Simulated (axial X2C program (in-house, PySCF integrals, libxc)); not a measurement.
# Bond lengths and stretching modes, held linear, of CAlO

Computed with an axial X2C code built on PySCF integrals: two-component X2C with atomic mean-field Coulomb and Gaunt terms, Gaussian nuclei, basis C dyall-v3z, Al dyall-v3z, O dyall-av3z with contracted cores. Spin-free rows use the one-electron spin-free X2C Hamiltonian.

Masses C 12.000, Al 26.982, O 15.995 u. States: 2c Ω = 3/2 (beyond evenly filled blocks: ω = 3/2); spin-free M_S = 3/2, Λ = 0 (beyond evenly filled blocks: σα, π+α, π-α).

TPSSh, 2c: energies above the lowest point

```tsv
r(C–Al) (Å)	r(Al–O) (Å)	E (meV)
1.8505	1.5649	77.95
1.8505	1.6050	23.89
1.8505	1.6451	38.25
1.8980	1.5649	53.06
1.8980	1.6050	0.00
1.8980	1.6451	15.23
1.8980	1.6853	85.33
1.9454	1.5649	65.67
1.9454	1.6050	13.37
1.9454	1.6451	29.21
1.9929	1.6050	56.62
1.9929	1.6853	143.60
```

**Question.** Fit a quadratic surface with cubic terms in each bond: where is the minimum, and what are the two stretching wavenumbers?

**Answer.** At TPSSh, 2c: bonds 1.903 and 1.615 Å; harmonic stretches 657.2 and 1086.4 cm⁻¹; force constants 2.58, 6.45 and coupling 0.05 mdyn/Å.

The other levels and Hamiltonians give:

| Hamiltonian | level | r(C–Al) (Å) | r(Al–O) (Å) | lower stretch (cm⁻¹) | upper stretch (cm⁻¹) |
| --- | --- | --- | --- | --- | --- |
| 2c | PBE0 | 1.896 | 1.606 | 665.7 | 1110.6 |
| 2c | HF | 1.880 | 1.572 | 718.3 | 1220.2 |
| spin-free | PBE0 | 1.896 | 1.605 | 665.8 | 1110.6 |
| spin-free | HF | 1.880 | 1.572 | 718.3 | 1220.1 |
| spin-free | TPSSh | 1.903 | 1.615 | 657.3 | 1086.3 |

Each state is one determinant, the lowest of a limited PBE0 search; the stretches come from a fit to these few points and carry an uncertainty of a few per cent. Other orders of the atoms were not compared. Left out for rough or failed fits: MP2 2c, MP2 spin-free. The molecule was held linear; bending was not examined, so a bent shape may lie lower. Note: several unpaired electrons, one determinant need not be a pure state.
